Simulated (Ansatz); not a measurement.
The input, for Ansatz 0.2.0:

```yaml
crystal:
  periodic: [false, false, false]
  atoms:
    - {symbol: H, position_ang: [-2.432860, 0.000000, -0.000002]}
    - {symbol: H, position_ang: [-1.544860, 0.000000, -0.000001]}
    - {symbol: Si, position_ang: [0.085140, 0.000000, 0.000000]}
    - {symbol: H, position_ang: [0.535114, -1.416253, 0.000001]}
    - {symbol: H, position_ang: [0.535115, 0.708126, -1.226511]}
    - {symbol: H, position_ang: [0.535113, 0.708127, 1.226511]}
basis:
  gaussian: {orbitals: 6-31G}
magnetization: {spin_polarized: true, initial_magnetization: 1}
correlation: {method: mp2, electrons: all}
output: {forces: true}
```

```sh
$ ansatz run in.yaml --threads 1 --pin off --events-out ev --progress --plain --max-ram 2393MiB
```

Output:

```
300 factors; integrals over basis functions are off by at most 6.8e-4 eV
mean field evaluation 1: about -7935.5937 eV, gradient 6.6e0 eV
mean field evaluation 2: about -7935.5967 eV, gradient 6.6e0 eV
mean field evaluation 4: about -7936.1766 eV, gradient 9.1e-1 eV
mean field evaluation 8: about -7936.1963 eV, gradient 4.0e-3 eV
mean field -7936.19632979 eV, -291.6498357726 hartree, gradient 5.5e-6 eV, S^2 0.775602; 0 other end points of the search recorded, 0 dependent functions left out
reference -7936.19632979 eV, -291.6498357726 hartree; 10, 9 occupied and 13, 14 virtual orbitals, 300 factors
second order -1.90519695 eV of doubles, -0.00000000 eV of singles
the calculation of the forces begins
Total energy: -7938.10152673 eV, -291.7198504690 hartree
Atom 0 at    -2.432860     0.000000    -0.000002 Å, force    -0.555739     0.000000    -0.000000 eV/Å
Atom 1 at    -1.544860     0.000000    -0.000001 Å, force    -1.358543    -0.000000    -0.000001 eV/Å
Atom 2 at     0.085140     0.000000     0.000000 Å, force     1.377714    -0.000001     0.000001 eV/Å
Atom 3 at     0.535114    -1.416253     0.000001 Å, force     0.178856    -0.331304     0.000000 eV/Å
Atom 4 at     0.535115     0.708126    -1.226511 Å, force     0.178856     0.165652    -0.286919 eV/Å
Atom 5 at     0.535113     0.708127     1.226511 Å, force     0.178856     0.165653     0.286919 eV/Å
Dipole moment:     0.023500     0.000000     0.000000 e Å
```

Forces (eV/Å):
```
H   -0.556  0.000  0.000
H   -1.359  0.000  0.000
Si   1.378  0.000  0.000
H    0.179 -0.331  0.000
H    0.179  0.166 -0.287
H    0.179  0.166  0.287
```

Ran on 1 thread of Intel Xeon Platinum 8488C, shared host: 0.21 s wall, 0.16 GiB peak host memory.
